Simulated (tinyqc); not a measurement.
Worked calculation: CCSD on RHF in the sto-3g basis, frozen core, for LiH, spin multiplicity 1. One step of it, computed by the program tinyqc.

Problem. Integrals over molecular orbitals. (pq|rs) = sum C_ip C_jq C_kr C_ls (ij|kl), one index at a time.

coefficients C, order 1Li 1s, 1Li 2s, 1Li 2px, 1Li 2py, 1Li 2pz, 2H 1s:
$$\begin{pmatrix}
0.991285 & -0.164676 & -0.210526 & 0.000000 & 0.000000 & 0.097796 \\
0.032900 & 0.458643 & 0.799050 & 0.000000 & 0.000000 & -0.687269 \\
0.000000 & 0.000000 & 0.000000 & 1.000000 & 0.000088 & 0.000000 \\
0.000000 & 0.000000 & 0.000000 & -0.000088 & 1.000000 & 0.000000 \\
-0.006032 & 0.344651 & -0.611447 & 0.000000 & 0.000000 & -0.967808 \\
0.003515 & 0.551486 & -0.143174 & 0.000000 & 0.000000 & 1.164627
\end{pmatrix}$$

core Hamiltonian H = T + V (hartree), order 1Li 1s, 1Li 2s, 1Li 2px, 1Li 2py, 1Li 2pz, 2H 1s:
$$\begin{pmatrix}
-4.728961 & -1.062433 & 0.000000 & 0.000000 & -0.015344 & -0.277498 \\
-1.062433 & -1.391582 & 0.000000 & 0.000000 & -0.119988 & -0.669218 \\
0.000000 & 0.000000 & -1.132186 & 0.000000 & 0.000000 & 0.000000 \\
0.000000 & 0.000000 & 0.000000 & -1.132186 & 0.000000 & 0.000000 \\
-0.015344 & -0.119988 & 0.000000 & 0.000000 & -1.228503 & -0.818512 \\
-0.277498 & -0.669218 & 0.000000 & 0.000000 & -0.818512 & -1.433057
\end{pmatrix}$$

Two-electron integrals (ij|kl) in chemists' order, unique and non-zero (hartree):
```
(11|11) 1.680395   (21|11) 0.265420   (21|21) 0.049941   (22|11) 0.397727
(22|21) 0.092860   (22|22) 0.290562   (31|31) 0.008981   (32|31) 0.013788
(32|32) 0.064184   (33|11) 0.396640   (33|21) 0.092880   (33|22) 0.290497
(33|33) 0.312946   (41|41) 0.008981   (42|41) 0.013788   (42|42) 0.064184
(43|43) 0.016869   (44|11) 0.396640   (44|21) 0.092880   (44|22) 0.290497
(44|33) 0.279207   (44|44) 0.312946   (51|51) 0.008981   (52|51) 0.013788
(52|52) 0.064184   (53|53) 0.016869   (54|54) 0.016869   (55|11) 0.396640
(55|21) 0.092880   (55|22) 0.290497   (55|33) 0.279207   (55|44) 0.279207
(55|55) 0.312946   (61|11) 0.065439   (61|21) 0.012376   (61|22) 0.023427
(61|33) 0.023152   (61|44) 0.023152   (61|51) 0.001464   (61|52) 0.002838
(61|55) 0.023988   (61|61) 0.003353   (62|11) 0.144579   (62|21) 0.034117
(62|22) 0.111761   (62|33) 0.106122   (62|44) 0.106122   (62|51) 0.005555
(62|52) 0.032865   (62|55) 0.122923   (62|61) 0.010086   (62|62) 0.070050
(63|31) 0.002825   (63|32) 0.012904   (63|53) 0.005141   (63|63) 0.005185
(64|41) 0.002825   (64|42) 0.012904   (64|54) 0.005141   (64|64) 0.005185
(65|11) 0.176475   (65|21) 0.042102   (65|22) 0.143234   (65|33) 0.133607
(65|44) 0.133607   (65|51) 0.008632   (65|52) 0.050298   (65|55) 0.162316
(65|61) 0.012977   (65|62) 0.098539   (65|65) 0.140750   (66|11) 0.321841
(66|21) 0.077302   (66|22) 0.277299   (66|33) 0.253136   (66|44) 0.253136
(66|51) 0.014620   (66|52) 0.104456   (66|55) 0.325273   (66|61) 0.023930
(66|62) 0.215933   (66|65) 0.315847   (66|66) 0.774606
```

Give: one-electron integrals over orbitals h = C^T H C; Two-electron integrals over orbitals.

Solution.

one-electron integrals over orbitals h = C^T H C (hartree):
$$\begin{pmatrix}
-4.7196 & 0.1041 & 0.1665 & 0.0000 & 0.0000 & -0.0375 \\
0.1041 & -1.4777 & 0.0318 & 0.0000 & 0.0000 & -0.0423 \\
0.1665 & 0.0318 & -1.1229 & 0.0000 & 0.0000 & 0.0297 \\
0.0000 & 0.0000 & 0.0000 & -1.1322 & 0.0000 & 0.0000 \\
0.0000 & 0.0000 & 0.0000 & 0.0000 & -1.1322 & 0.0000 \\
-0.0375 & -0.0423 & 0.0297 & 0.0000 & 0.0000 & -0.9576
\end{pmatrix}$$

Two-electron integrals over orbitals (pq|rs), unique and non-zero (hartree); the lowest 1 orbital is frozen and left out:
```
(22|22) 0.4846    (32|22) -0.0492   (32|32) 0.0135    (33|22) 0.2225
(33|32) 0.0080    (33|33) 0.3374    (42|42) 0.0232    (43|42) 0.0193
(43|43) 0.0413    (44|22) 0.2683    (44|32) 0.0062    (44|33) 0.2819
(44|44) 0.3129    (52|52) 0.0232    (53|52) 0.0193    (53|53) 0.0413
(54|54) 0.0169    (55|22) 0.2683    (55|32) 0.0062    (55|33) 0.2819
(55|44) 0.2792    (55|55) 0.3129    (62|22) 0.1248    (62|32) -0.0351
(62|33) -0.0134   (62|44) -0.0182   (62|55) -0.0182   (62|62) 0.1244
(63|22) -0.0516   (63|32) 0.0098    (63|33) 0.0360    (63|44) 0.0026
(63|55) 0.0026    (63|62) -0.0323   (63|63) 0.0266    (64|42) -0.0196
(64|43) -0.0136   (64|64) 0.0198    (65|52) -0.0196   (65|53) -0.0136
(65|65) 0.0198    (66|22) 0.4522    (66|32) -0.0438   (66|33) 0.2412
(66|44) 0.2676    (66|55) 0.2676    (66|62) 0.1317    (66|63) -0.0443
(66|66) 0.4523
```
